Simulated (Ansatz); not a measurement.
Crystal: C₂O, antifluorite type, 3 atoms in the cell.

Method: PBE, plane waves, PAW datasets (generated soft set 1) in Ansatz 0.2.0 development build.

Cutoff 420 eV; k-mesh 39×39×39 Γ-centred; Fermi–Dirac smearing of 0.0612 eV; no spin polarisation.

The fit to the energies gives V₀ = 9.524 Å³/atom (a₀ = 4.853 Å), B₀ = 111 GPa, B₀′ = 3.60.

Question: What pressure does the program print at V = 9.327 Å³/atom, and how far above the lowest computed point (V = 9.517 Å³/atom) does the energy lie?

Answer: 2.42 GPa and 1.47 meV/atom. All points:

```
V (Å³/atom)   a (Å)  E − E(min) (meV/atom)  P (GPa)
      8.946  4.7526                  13.42     7.80
      9.136  4.7861                   5.85     4.99
      9.327  4.8191                   1.47     2.42
      9.517  4.8517                   0.00     0.08
      9.707  4.8838                   1.19    -2.06
      9.898  4.9155                   4.81    -4.00
     10.088  4.9468                  10.63    -5.77
```

The published all-electron PBE values for this crystal (mean of FLEUR and WIEN2k, k-spacing 0.06 Å⁻¹; Bosoni et al., Nat. Rev. Phys. 6, 45 (2024)) are V₀ = 9.518 Å³/atom, B₀ = 111.1 GPa, B₀′ = 3.61.

The stress includes the program's correction for the finite plane-wave basis.

This cubic structure is a model: it isn't the usual form of the substance at ambient conditions, and such phases are metastable or hypothetical.
